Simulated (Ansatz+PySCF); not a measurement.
singlet HCl: levels of theory in one basis

```yaml
atoms:
  - { symbol: H, position_ang: [0.0000, 0.0000, -1.3109] }
  - { symbol: Cl, position_ang: [0.0000, 0.0000, 0.0771] }
```

Basis set: def2-SVP (spherical functions). Correlated methods keep 5 orbitals frozen. Charge 0, multiplicity 1.

Computed with Ansatz (development build ahead of 0.2.0); each method stands on the lowest determinant of its kind that the runs found. NEVPT2 correlates all electrons. Active spaces start from the frontier orbitals, and the lowest solution found is given.

```
        method  E − E(RHF) (eV)  <S²> of the determinant
           RHF             0.00                     0.00
       RHF-MP2            -3.96                        –
      RHF-CCSD            -4.43                        –
   RHF-CCSD(T)            -4.50                        –
SC-NEVPT2(8,5)            -3.94                        –
```

What does CASSCF(8,5) give on the same scale?

-0.56 eV.

Is a single determinant a sound starting point here?

By this sign, yes. Unrestricted orbitals gain 0.00 eV and <S²> is 0.00 against 0.00 for a pure state. The CASSCF(8,5) natural occupations are 2.00, 2.00, 2.00, 1.97, 0.03.
